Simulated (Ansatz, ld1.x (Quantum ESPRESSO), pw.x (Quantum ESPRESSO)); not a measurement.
## Equation-of-state test of one PAW potential (indium)

* Element: indium
* Generator: ld1.x (Quantum ESPRESSO) 7.5
* Type: PAW
* Functional: PBEsol
* Relativity: scalar-relativistic
* Frozen core: [Kr]
* Valence charge: 13
* Reference configuration: 4d10 5s2 5p1
* Partial waves: 5s (bound): rcut 1.80, rcutus 2.00 bohr; 5s channel at 3.45 Ry: rcut 1.80, rcutus 2.00 bohr; 5p (bound): rcut 2.90, rcutus 3.30 bohr; 5p channel at 1.6 Ry: rcut 2.90, rcutus 3.30 bohr; 4d (bound): rcut 1.05, rcutus 1.45 bohr; 4d channel at 0.5 Ry: rcut 1.05, rcutus 1.45 bohr
* Local potential: all-electron potential smoothed inside 1.90 bohr (lloc = -1)
* Core correction: a·sin(br)/r model core inside 0.95 bohr
* Augmentation charge: BG, radius 0.90 bohr

Atomic tests: cutoffs needed: 70 Ry and 110 Ry (the cutoffs (Ry, on a coarse ladder) from which the occupation-weighted sum of valence levels, in a spherical-Bessel basis at the reference potential, stays within 10 and 1 mRy of its value at 400 Ry); ghost test: no extra level below or beside the all-electron valence levels (s, p, d, f tested) (spherical-Bessel basis up to 400 Ry, 20 bohr box); largest excitation error: -246 meV (all-electron minus pseudo) for 4d9 5s0 5p0, out of 7 test configurations.

Crystal test: bcc In in pw.x 7.5, no spin, 12³ k-points, Fermi–Dirac smearing 0.01 Ry, cutoffs 135/900 Ry. The lattice is a test structure that the element need not adopt, and mesh and smearing are coarse.

pw.x input:

```
&control
  calculation='scf', prefix='x', pseudo_dir='./', outdir='./tmp', tstress=.true., disk_io='none'
/
&system
  ibrav=0, nat=1, ntyp=1, ecutwfc=135, ecutrho=900, nbnd=14,
  occupations='smearing', smearing='fd', degauss=0.01
/
&electrons
  conv_thr=1e-09, mixing_beta=0.4, electron_maxstep=70
/
ATOMIC_SPECIES
In 1.0 In.UPF
CELL_PARAMETERS angstrom
  -1.86661440 1.86661440 1.86661440
  1.86661440 -1.86661440 1.86661440
  1.86661440 1.86661440 -1.86661440
ATOMIC_POSITIONS crystal
In 0.0000 0.0000 0.0000
K_POINTS automatic
12 12 12 0 0 0
```

```bash
pw.x < In.scf.in > In.scf.out
```

Task: How does the run end?

Result: Failed: no self-consistency to 1e-9 Ry within 70 iterations. The largest radius (3.30 bohr) exceeds half the bond length (3.05 bohr), so the spheres overlap, which is one possible source of error among others. The log shows:

```
     scf convergence threshold =      1.0E-09
     Exchange-correlation= SLA  PW   PSX  PSC
     number of k points=    72  Fermi-Dirac smearing, width (Ry)=  0.0100
     iteration #  1     ecut=   135.00 Ry     beta= 0.40
     negative rho (up, down):  7.490E+01 0.000E+00
     total energy              =    -754.09556784 Ry
     estimated scf accuracy    <     328.76984945 Ry
     iteration #  2     ecut=   135.00 Ry     beta= 0.40
     negative rho (up, down):  1.506E+02 0.000E+00
     total energy              =    -823.35848242 Ry
     estimated scf accuracy    <     334.83193616 Ry
     iteration #  3     ecut=   135.00 Ry     beta= 0.40
     negative rho (up, down):  2.027E+02 0.000E+00
     total energy              =   -1257.06073946 Ry
     estimated scf accuracy    <     232.29650854 Ry
     iteration #  4     ecut=   135.00 Ry     beta= 0.40
     negative rho (up, down):  2.288E+02 0.000E+00
     total energy              =   -1267.22007963 Ry
     estimated scf accuracy    <      73.62208460 Ry
     [... 62 iterations left out ...]
     iteration # 67     ecut=   135.00 Ry     beta= 0.40
     negative rho (up, down):  2.759E+02 0.000E+00
     total energy              =   -1199.11472161 Ry
     estimated scf accuracy    <       0.18590289 Ry
     iteration # 68     ecut=   135.00 Ry     beta= 0.40
     negative rho (up, down):  2.759E+02 0.000E+00
     total energy              =   -1199.10652098 Ry
     estimated scf accuracy    <       0.16659052 Ry
     iteration # 69     ecut=   135.00 Ry     beta= 0.40
     negative rho (up, down):  2.759E+02 0.000E+00
     total energy              =   -1199.11972056 Ry
     estimated scf accuracy    <       0.14846946 Ry
     iteration # 70     ecut=   135.00 Ry     beta= 0.40
     negative rho (up, down):  2.759E+02 0.000E+00
     total energy              =   -1199.11248450 Ry
     estimated scf accuracy    <       0.17128590 Ry
     convergence NOT achieved after  70 iterations: stopping
     Message from routine punch:
     Nothing written, as per user request (disk_io='none')
```
